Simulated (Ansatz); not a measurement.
Reaction (hydrogenolysis of a C–O bond): `OCC(O)(F)F` + H₂ → `CC(O)(F)F` + H₂O

Calculated with Ansatz (gas phase, PBE0-D4/def2-TZVP geometries, no zero-point term in ΔE). CBS: MP2 limit from def2 TZ/QZ plus the TZ coupled-cluster correction, frozen cores. This one scheme is used for every species. One conformer a species, not always the lowest.

| species | HF/def2-QZVPP energy (Eh) |
| --- | --- |
| `OCC(O)(F)F` | -426.88571 |
| H₂ | -1.13348 |
| `CC(O)(F)F` | -351.99906 |
| H₂O | -76.06663 |

(1) Work out ΔE.

Largest T1 diagnostic among the species: 0.011.

Results:

(1) ΔE = (-351.99906) + (-76.06663) − (-426.88571) − (-1.13348) = -0.04650 Eh = -122.1 kJ/mol. CCSD(T)/CBS gives -118.8 kJ/mol.

In def2-TZVPP, CCSD(T) changes the Hartree–Fock value by +6.8 kJ/mol (the triples alone add +3.1 kJ/mol) and MP2 by +3.3 kJ/mol. From PBE to PBE0 (25 % exact exchange), in def2-TZVPP and without D4, ΔE moves by −4.3 kJ/mol. The D4 term adds +4.9 kJ/mol with B3LYP and +2.6 kJ/mol with PBE0; it sums over pairs of atoms, weighted by their polarisabilities, and B3LYP, whose exchange is more repulsive, gets the larger term.

B3LYP here is the variant with VWN-RPA as its local correlation; programs differ in this.
